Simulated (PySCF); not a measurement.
Molecule: `C=C(F)CN`, C₃H₆FN.

Bonds (- single, = double, # triple, : aromatic): C1=C2 1.330 Å, C2-F3 1.343 Å, C2-C4 1.496 Å, C4-N5 1.449 Å. C1 carries H6, H7; C4 carries H8, H9; N5 carries H10, H11. H6 is cis to F3; H7 is trans to F3.

Geometry PBE0-D3(BJ)/def2-SVP throughout; GIAO in PySCF 2.14, gas phase, one conformer, non-relativistic; equivalent atoms averaged; functional PBE0.

For orientation, cc-pVDZ gives these absolute shieldings σ: C2 27.6, C1 108.9, C4 151.3, F3 293.6, N5 245.3, H6 27.00, H7 27.12, H8/H9 28.27, H10/H11 31.20 ppm.

A run gave: C2 0.2, C1 89.9, C4 135.1, F3 280.7, N5 229.9, H6 26.69, H7 26.83, H8/H9 28.07, H10/H11 30.57 ppm (absolute shieldings σ).

Problem. Which basis set was used in that run?
A. pcSseg-2
B. aug-cc-pVDZ
C. STO-3G
D. 6-311+G(2d,p)

Solution. A. C2 tells them apart best: pcSseg-2 gives 0.2, aug-cc-pVDZ gives 25.7, STO-3G gives 106.6, 6-311+G(2d,p) gives 10.0 ppm.
